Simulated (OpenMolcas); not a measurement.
SiHOF (SMILES O[Si]F): the energy, rung by rung

SiHOF: 4 atoms, total charge 0, spin state singlet. As SMILES, `O[Si]F`. The coordinates come from a GFN2-xTB relaxation.

| atom | x (Å) | y (Å) | z (Å) |
| --- | --- | --- | --- |
| O | -0.5607 | 0.7358 | -0.1787 |
| Si | 0.2701 | 0.0782 | 1.0294 |
| F | 0.9032 | -1.2144 | 0.2263 |
| H | -0.6125 | 0.4003 | -1.0770 |

Each level gives the energy change with the Si2–F3 bond stretched from 1.648 to 2.060 Å (eV). The values are calculated.

```
                     level                   kind     program  value (eV)  less FCI/STO-3G  CPU time (all runs)
    HF/STO-3G (restricted)           Hartree–Fock  OpenMolcas        2.26            +0.65                3.3 s
 SVWN5/STO-3G (restricted)                    LDA  OpenMolcas        1.60            -0.01                6.3 s
r2SCAN/STO-3G (restricted)               meta-GGA  OpenMolcas        1.56            -0.05                9.4 s
 B3LYP/STO-3G (restricted)          global hybrid  OpenMolcas        1.63            +0.02                8.1 s
   MP2/STO-3G (restricted)    perturbation theory  OpenMolcas        1.92            +0.31                2.8 s
  ACPF/STO-3G (restricted)  coupled cluster or CI  OpenMolcas        1.55            -0.06                3.1 s
  CISD/STO-3G (restricted)  coupled cluster or CI  OpenMolcas        1.74            +0.13                3.2 s
                FCI/STO-3G     exact in the basis  OpenMolcas        1.61             0.00              3.5 min
```

FCI/STO-3G is exact within its basis and frozen core, so for wave-function methods in that basis the difference is their error; functionals converge differently with the basis, so for them it is only a difference. The first shape isn't each level's own minimum. The values span 1.55 to 2.26 eV. All rows use very small basis sets, so even the best lies far from the true value. CPU times are rough (shared hosts, several kinds of processor): they show what a rung costs within a factor of a few.
